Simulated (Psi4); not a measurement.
This Psi4 input (MP2/6-311G**) gives -109.29488 Eh with 36 basis functions.

```
memory 2025 MB

molecule {
0 1
N    -0.00000000   -0.00000000   -0.54544247
N     0.00000000    0.00000000    0.54544247
}

set {
  basis 6-311g**
  scf_type df
  freeze_core true
}

energy('mp2')
print_variables()
```

Change:
```diff
- basis 6-311g**
+ basis def2-tzvppd
```

Q: What does the run give now?

A: -109.36134 Eh (MP2/def2-TZVPPD, 74 functions), a change of -66.46 mEh.
